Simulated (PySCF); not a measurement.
Molecule: SMILES N#C/C(F)=C\F, C3HF2N.

Cartesian coordinates in Å; atom numbers follow the order of the lines, from 1:
```xyz
7

N     2.4755   -0.5367    0.0027
C     1.4215   -0.0918    0.0011
C     0.1140    0.4578   -0.0014
F     0.0375    1.7985    0.0036
C    -1.0197   -0.2475   -0.0087
F    -1.0205   -1.5725   -0.0138
H    -2.0049    0.1970   -0.0107
```

Frames of a GFN2-xTB Langevin trajectory at 300 K; GIAO PBE0/pcSseg-1 shieldings in PySCF, gas phase, non-relativistic; equivalent atoms averaged within each frame.

δ = σ(ref) − σ, references computed at the same level: ¹⁵N (σ = 267.73 ppm) against NH3; ¹³C (σ = 186.93 ppm), ¹H (σ = 31.72 ppm) against TMS; ¹⁹F (σ = 170.95 ppm) vs CFCl3. The references are static minima.

How do the shifts (ppm) fluctuate along the trajectory?

Results:


```csv
time (fs),N1,C5,C3,C2,F6,F4,H7
250,341.7,167.9,143.4,111.3,-151.7,-170.7,8.46
425,342.6,168.6,136.8,114.0,-141.5,-183.4,8.34
625,350.7,167.3,138.0,112.0,-141.4,-190.7,7.89
800,362.6,158.4,140.8,122.1,-154.5,-157.0,7.61
1000,342.6,167.5,136.2,111.0,-149.7,-188.9,7.96
mean of frames,348.0,165.9,139.0,114.1,-147.8,-178.1,8.05
standard deviation,8.9,4.2,3.0,4.6,6.0,14.2,0.35
```

5 frames give an uncertainty of the mean of about the standard deviation over 2.2 at best, since frames this close in time may not be independent; classical motion lacks zero-point vibration, and the reference would need the same averaging.
